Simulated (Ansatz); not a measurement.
## Ansatz (development build ahead of 0.2.0) run

```yaml
crystal:
  periodic: [false, false, false]
  atoms:
    - { symbol: Al, position_ang: [0.0, 0.0, -0.12865] }
    - { symbol: H, position_ang: [0.0, 0.0, 1.67243] }
basis:
  gaussian: { orbitals: cc-pVDZ }
hamiltonian:
  xc: hf
correlation:
  method: mp2
  frozen_orbitals: { Al: 5, H: 0 }
```

The input is written out in the form of the current development build from the run's settings.

Output:

```json
{
 "Converged": "yes",
 "Reference energy": "-242.45075 hartree",
 "Correlation energy": "-0.05174 hartree",
 "Total energy": "-242.50249 hartree",
 "Spin squared of the determinant": "0.000"
}
```
